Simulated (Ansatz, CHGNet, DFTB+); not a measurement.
Lattice parameter a of bcc K: levels of theory against measurement

Reference value: 5.212 Å (measured, low-temperature or extrapolated to 0 K; zero-point anharmonic expansion removed; as tabulated in Csonka et al. (2009), arXiv:0903.4037).

```json
[
 {"level (code)": "GFN1-xTB (DFTB+)", "value (Å)": "___"},
 {"level (code)": "CHGNet 0.3.0 (CHGNet)", "value (Å)": "5.237"},
 {"level (code)": "LDA (Ansatz)", "value (Å)": "5.044"},
 {"level (code)": "PBE (Ansatz)", "value (Å)": "5.284"},
 {"level (code)": "rVV10 (Ansatz)", "value (Å)": "5.138"},
 {"level (code)": "r²SCAN (Ansatz)", "value (Å)": "5.348"},
 {"level (code)": "HSE06 (Ansatz)", "value (Å)": "___"},
 {"level (code)": "PBE0 (Ansatz)", "value (Å)": "5.336"}
]
```

Problem. Some entries are withheld; supply them.

Solution. 
- GFN1-xTB (DFTB+), value (Å): 5.996
- HSE06 (Ansatz, an electronic-structure program), value (Å): 5.331

Errors against the reference: GFN1-xTB +15.0 %, CHGNet 0.3.0 +0.48 %, LDA -3.22 %, PBE +1.38 %, rVV10 -1.42 %, r²SCAN +2.61 %, HSE06 +2.28 %, PBE0 +2.38 %.

Closest of these to the reference: CHGNet 0.3.0 (+0.48 %). Farthest off: GFN1-xTB (+15.0 %). Of these only CHGNet 0.3.0 lands within 1 %.

GFN1-xTB: the cell moved over 20 % in volume from its start. GFN1-xTB: the method was fitted mainly to molecules. Cutoffs and k meshes differ between the levels. Ansatz's density-functional and Hartree–Fock values are scalar-relativistic unless marked +SOC, with PAW data made under PBE.

Machine-learned potentials (CHGNet 0.3.0) are trained on DFT data, which may include these solids.

Differences are worked out from the printed values.
